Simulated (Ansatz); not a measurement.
# AlPH3 (doublet): geometry optimisation

Where does this start of AlPH3 (doublet) end when it is relaxed?

The runs use Ansatz 0.2.0, Gaussian basis; UKS PBE0/def2-TZVP.

## 1. Starting geometry

5 atoms, charge 0, spin multiplicity 2.

Atoms are counted from 1 here; the program's logs count them from 0.

Bond lengths: Al1–P2 2.359 Å, Al1–H3 1.586 Å, P2–H4 1.401 Å, P2–H5 1.404 Å. Angles: P2–Al1–H3 123.1°, Al1–P2–H4 87.8°, Al1–P2–H5 85.8°, H4–P2–H5 90.7°.

The start was built by rule and, where that kept it together, relaxed with GFN2-xTB. Sticks and bond lists go by distance. 

## 2. Relaxation

in.yaml reads:

```yaml
crystal:
  periodic: [false, false, false]
  atoms:
    - {symbol: Al, position_ang: [-1.119983, 0.183370, -0.546567]}
    - {symbol: P, position_ang: [0.965741, -0.176204, 0.496303]}
    - {symbol: H, position_ang: [-2.372410, 0.793133, 0.210859]}
    - {symbol: H, position_ang: [1.486498, 0.838831, -0.317719]}
    - {symbol: H, position_ang: [1.189724, -1.125896, -0.513362]}
basis:
  gaussian: {orbitals: def2-TZVP}
magnetization: {spin_polarized: true, initial_magnetization: 1}
hamiltonian: {xc: pbe0}
relax: {f_tol: 0.004, max_steps: 80}
```

Command:

```sh
> ansatz run in.yaml --threads 1 --pin off --events-out ev --progress --plain --max-ram 2176MiB
```

Q: Predict the outcome of this session. Wanted: energy gained; shift from the start; total energy; dipole moment; ⟨S²⟩.

As calculated:

| quantity | value |
| --- | --- |
| steps | 12 |
| energy gained | 0.114 eV |
| shift from the start (rms) | 0.334 Å |
| total energy | -15927.0683 eV |
| dipole moment | 0.90 D |
| ⟨S²⟩ | 0.753 |

The bonds of the start are those of the end. P2–H4 went from 1.401 to 1.424 Å. No vibrations were run, so this is a stationary point, not a proven minimum, and this spin need not be the ground state's.
